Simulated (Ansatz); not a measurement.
C2H6, singlet: energies of several shapes or isomers

Computed with Ansatz's Gaussian-basis code (development build); NEVPT3, MRCISD by development code. Basis cc-pVTZ, nonrelativistic, 2 orbitals frozen in the corrections; active space CAS(2,2). Restricted Hartree–Fock, then the lowest state-specific CASSCF solution met for each case. On stretched bonds single-reference methods can fail or change state. Solutions in different active orbitals can move differences by tenths of an eV and at times more than 1 eV.

Case A:

| atom | x (Å) | y (Å) | z (Å) |
| --- | --- | --- | --- |
| C | 0.0000 | 0.0000 | 0.7622 |
| C | 0.0000 | 0.0000 | -0.7622 |
| H | 0.0000 | 1.0190 | 1.1572 |
| H | -0.8824 | -0.5095 | 1.1572 |
| H | 0.8824 | -0.5095 | 1.1572 |
| H | 0.0000 | -1.0190 | -1.1572 |
| H | -0.8824 | 0.5095 | -1.1572 |
| H | 0.8824 | 0.5095 | -1.1572 |

Case B. A bond is stretched, to 1.63 times the sum of the covalent radii.

```xyz
8

C     0.0000    0.1074   -0.7421
C     0.0000   -0.0424    0.7750
H     0.0000   -1.4530   -1.5312
H    -0.8824    0.6532   -1.0852
H     0.8824    0.6532   -1.0852
H     0.0000    0.9329    1.2682
H    -0.8824   -0.5882    1.1180
H     0.8824   -0.5882    1.1180
```

Energy less that of case A, in eV:

```tsv
case	RHF/ROHF	CASSCF	SC-NEVPT2	FIC-NEVPT2	NEVPT3
B	+2.803	+2.182	+2.392	+2.391	+2.412
```

**Question.** Give the MRCISD+Q energies against case A.

**Answer.** B: +2.442 eV (56.3 kcal/mol).
